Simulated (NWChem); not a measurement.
Program: NWChem. System: H₃Si, charge 0, spin multiplicity 2, at a geometry optimised with UPBE/def2-SVP. The structure started from a generated list of species. Its SCF solution wasn't tested for a lower state. Level: ROCCSD(T)/def2-TZVP, 5 core orbitals frozen.

Job file:

```
start mol
memory heap 100 mb stack 700 mb global 1900 mb
geometry units angstroms nocenter noautoz
  Si    -0.000655     0.080401     0.000000
  H      1.437503    -0.363560     0.000000
  H     -0.714167    -0.381025     1.242320
  H     -0.714167    -0.381025    -1.242320
  symmetry group Cs
end
basis spherical
  * library def2-tzvp
end
scf
  rohf
  nopen 1
  maxiter 100
  thresh 1e-7
  semidirect memsize 60000000 filesize 0
  # guess.movecs holds the orbitals of an unrestricted PBE0 run
  vectors input guess.movecs output mol.movecs
end
tce
  freeze core 5
  ccsd(t)
  2eorb
  2emet 13
  thresh 1e-6
  maxiter 100
  tilesize 24
end
task tce energy
```

Output (cleaned and shortened):

```
             Northwest Computational Chemistry Package (NWChem) 7.3.0
             --------------------------------------------------------

                                NWChem Input Module
                                -------------------

 Scaling coordinates for geometry "geometry" by  1.889725989
 (inverse scale =  0.529177249)

 Turning off AUTOSYM since
 SYMMETRY directive was detected!

                             Geometry "geometry" -> ""
                             -------------------------

 Output coordinates in angstroms (scale by  1.889725989 to convert to a.u.)

  No.       Tag          Charge          X              Y              Z
 ---- ---------------- ---------- -------------- -------------- --------------
    1 Si                  14.0000    -0.00065500     0.08040100     0.00000000
    2 H                    1.0000     1.43750300    -0.36356000     0.00000000
    3 H                    1.0000    -0.71416700    -0.38102500     1.24232000
    4 H                    1.0000    -0.71416700    -0.38102500    -1.24232000

 Effective nuclear repulsion energy (a.u.)      15.4055166071

            Nuclear Dipole moment (a.u.)
            ----------------------------
        X                 Y               Z
 ---------------- ---------------- ----------------
    -0.0000018897     0.0000075589     0.0000000000

      Symmetry information
      --------------------

 Group name             Cs
 Group number              2
 Group order               2
 No. of unique centers     3

      Symmetry unique atoms

     1    2    3


 Summary of "ao basis" -> "" (spherical)
 ------------------------------------------------------------------------------
       Tag                 Description            Shells   Functions and Types
 ---------------- ------------------------------  ------  ---------------------
 *                         def2-tzvp                  on all atoms

 Summary of "ao basis" -> "ao basis" (spherical)
 ------------------------------------------------------------------------------
       Tag                 Description            Shells   Functions and Types
 ---------------- ------------------------------  ------  ---------------------
 Si                        def2-tzvp                13       37   5s5p2d1f
 H                         def2-tzvp                 4        6   3s1p

                                 NWChem SCF Module
                                 -----------------

  ao basis        = "ao basis"
  functions       =    55
  atoms           =     4
  closed shells   =     8
  open shells     =     1
  charge          =   0.00
  wavefunction    = ROHF
  use symmetry    = T
  symmetry adapt  = T

 Summary of "ao basis" -> "ao basis" (spherical)
 ------------------------------------------------------------------------------
       Tag                 Description            Shells   Functions and Types
 ---------------- ------------------------------  ------  ---------------------
 Si                        def2-tzvp                13       37   5s5p2d1f
 H                         def2-tzvp                 4        6   3s1p

      Symmetry analysis of basis
      --------------------------

        a'         36
        a"         19

 Forming initial guess at       0.0s

      Symmetry analysis of molecular orbitals - initial
      -------------------------------------------------

  Numbering of irreducible representations:

     1 a'          2 a"

  Orbital symmetries:

     1 a'          2 a'          3 a'          4 a"          5 a'
[...]
 -----------   ------   -------------------------------------------------------
    1 Si  14    13.90   2.00  0.59  1.39  0.85  0.50  4.12  1.73  0.50  1.46  0.53  0.09  0.13  0.01
    2 H    1     1.03   0.23  0.56  0.24  0.01
    3 H    1     1.03   0.23  0.56  0.24  0.01
    4 H    1     1.03   0.23  0.56  0.24  0.01

 Mulliken analysis of the open-shell density
 -------------------------------------------

    Atom       Charge   Shell Charges
 -----------   ------   -------------------------------------------------------
    1 Si  14     0.96   0.00  0.00 -0.00  0.08  0.10  0.02 -0.01  0.08  0.42  0.25  0.01  0.02  0.00
    2 H    1     0.01   0.00  0.01  0.00  0.00
    3 H    1     0.02   0.00  0.01  0.00  0.00
    4 H    1     0.02   0.00  0.01  0.00  0.00

       Multipole analysis of the density wrt the origin
       ------------------------------------------------

     L   x y z        total         open         nuclear
     -   - - -        -----         ----         -------
     0   0 0 0     -0.000000     -1.000000     17.000000

     1   1 0 0     -0.000187      0.010209     -0.000002
     1   0 1 0      0.020863     -1.256558      0.000008
     1   0 0 1      0.000000     -0.000000      0.000000

     2   2 0 0    -12.079655     -1.814850     11.022054
     2   1 1 0      0.001392      0.026432      0.074546
     2   1 0 1      0.000000     -0.000000      0.000000
     2   0 2 0    -12.249804     -5.068819      1.832086
     2   0 1 1     -0.000000     -0.000000      0.000000
     2   0 0 2    -12.079622     -1.814643     11.022868

                   NWChem Extensible Many-Electron Theory Module
                   ---------------------------------------------


            General Information
            -------------------
      Number of processors :     1
         Wavefunction type : Restricted open-shell Hartree-Fock
          No. of electrons :    17
           Alpha electrons :     9
            Beta electrons :     8
           No. of orbitals :   110
            Alpha orbitals :    55
             Beta orbitals :    55
        Alpha frozen cores :     5
         Beta frozen cores :     5
     Alpha frozen virtuals :     0
      Beta frozen virtuals :     0
         Spin multiplicity : doublet
    Number of AO functions :    55
       Number of AO shells :    25
        Use of symmetry is : on
      Symmetry adaption is : on
         Schwarz screening : 0.10D-09

          Correlation Information
          -----------------------
          Calculation type : Coupled-cluster singles & doubles w/ perturbation
   Perturbative correction : (T)
            Max iterations :      100
        Residual threshold : 0.10D-05
     T(0) DIIS level shift : 0.00D+00
     L(0) DIIS level shift : 0.00D+00
     T(1) DIIS level shift : 0.00D+00
     L(1) DIIS level shift : 0.00D+00
     T(R) DIIS level shift : 0.00D+00
     T(I) DIIS level shift : 0.00D+00
   CC-T/L Amplitude update :  5-th order DIIS
                I/O scheme : Global Array Library
        L-threshold :  0.10D-05
        EOM-threshold :  0.10D-05
 no EOMCCSD initial starts read in
 TCE RESTART OPTIONS
 SLICE:      F
 D4D5:       F
 quantumc:   F
 qrotation:  F
 pwtce:      F
 qducc:      F
 nacto:                         0
 nrotv:                         0
 nrot:                          0

            Memory Information
            ------------------
          Available GA space size is     249030750 doubles
          Available MA space size is     104853060 doubles

 Maximum block size supplied by input
 Maximum block size        24 doubles

 tile_dim =     17

 -------------------------------------------------
   1    alpha     a'     2 doubles       0       1
   2    alpha     a'     1 doubles       2       2
   3    alpha     a"     1 doubles       3       3
   4    beta      a'     2 doubles       4       4
   5    beta      a"     1 doubles       6       5
   6    alpha     a'    14 doubles       7       6
   7    alpha     a'    15 doubles      21       7
   8    alpha     a"    17 doubles      36       8
   9    beta      a'     1 doubles      53       9
  10    beta      a'    14 doubles      54      10
  11    beta      a'    15 doubles      68      11
  12    beta      a"    17 doubles      83      12

 Global array virtual files algorithm will be used

 Parallel file system coherency ......... OK

 4-electron integrals stored in orbital form

 v2    file size   =           869709
 4-index algorithm nr.  13 is used
 imaxsize =       30
 imaxsize ichop =        0


CCSD iterations
 ---------------------------------------------------------
 Iter          Residuum       Correlation     Cpu    Wall
 ---------------------------------------------------------
    1   0.1063004686117  -0.1110175116312     0.1     0.1
    2   0.0314204940239  -0.1299657102750     0.1     0.1
    3   0.0113046703431  -0.1342881169162     0.1     0.1
    4   0.0045315675447  -0.1356156894599     0.1     0.1
    5   0.0020294936122  -0.1360708542342     0.1     0.1
    6   0.0004185637704  -0.1363816846634     0.1     0.1
    7   0.0001450683580  -0.1363780307570     0.1     0.1
    8   0.0000863796856  -0.1363802230892     0.1     0.1
    9   0.0000413640353  -0.1363814762151     0.1     0.1
   10   0.0000253372862  -0.1363821775801     0.1     0.1
   11   0.0000040003264  -0.1363831353257     0.1     0.1
   12   0.0000015160556  -0.1363834057943     0.1     0.1
   13   0.0000007000283  -0.1363834824156     0.1     0.1
 -----------------------------------------------------------------
 Iterations converged
 CCSD correlation energy / hartree =        -0.136383482415555
 CCSD total energy / hartree       =      -290.770760029144583

 Singles contributions

 Doubles contributions
 CCSD(T)
 Using plain CCSD(T) code
             total no. of tasks          373
 total no. of tasks / no. procs          373
                         wl_min            2           1.1
                         wl_max        34680           5.7
        thresh for no. of tasks          373

 CCSD[T]  correction energy / hartree =        -0.003499688425170
 CCSD[T] correlation energy / hartree =        -0.139883170840725
 CCSD[T] total energy / hartree       =      -290.774259717569748
 CCSD(T)  correction energy / hartree =        -0.003412420105958
 CCSD(T) correlation energy / hartree =        -0.139795902521513
 CCSD(T) total energy / hartree       =      -290.774172449250557

 Task  times  cpu:        3.5s     wall:        3.5s

 Total times  cpu:        3.5s     wall:        3.5s
```
